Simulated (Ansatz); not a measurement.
Input for Ansatz (development build ahead of 0.2.0):

```yaml
crystal:
  periodic: [false, false, false]
  atoms:
    - { symbol: H, position_ang: [0.0, 0.09064, -1.24102] }
    - { symbol: C, position_ang: [0.0, -0.38654, -0.1513] }
    - { symbol: S, position_ang: [0.0, 0.29589, 1.39232] }
basis:
  gaussian: { orbitals: def2-SVP }
magnetization:
  initial_magnetization: 1
hamiltonian:
  xc: hf
correlation:
  method: mp2
  frozen_orbitals: { C: 1, H: 0, S: 5 }
```

The input is written out in the form of the current development build from the run's settings. Correlation on restricted open-shell orbitals is semicanonical, with singles.

Output:

| Quantity | Value |
| --- | --- |
| Converged | yes |
| Reference energy | -435.71476 hartree |
| Correlation energy | -0.25272 hartree |
| Total energy | -435.96748 hartree |
| Spin squared of the determinant | 0.750 |
| Stability test | minimum among restricted orbitals |
| Occupied orbitals by symmetry in an Abelian subgroup (alpha; beta) | 10 A' 2 A''; 9 A' 2 A'' |

Messages of the program:
```
mean field -11856.40268525 eV, -435.7147621246 hartree, gradient 3.1e-6 eV, S^2 0.750000; 6 other ends of a descent, 0 dependent functions left out
with unlike orbitals of the spins -11856.88342243 eV, -435.7324288902 hartree, S^2 1.2860
```
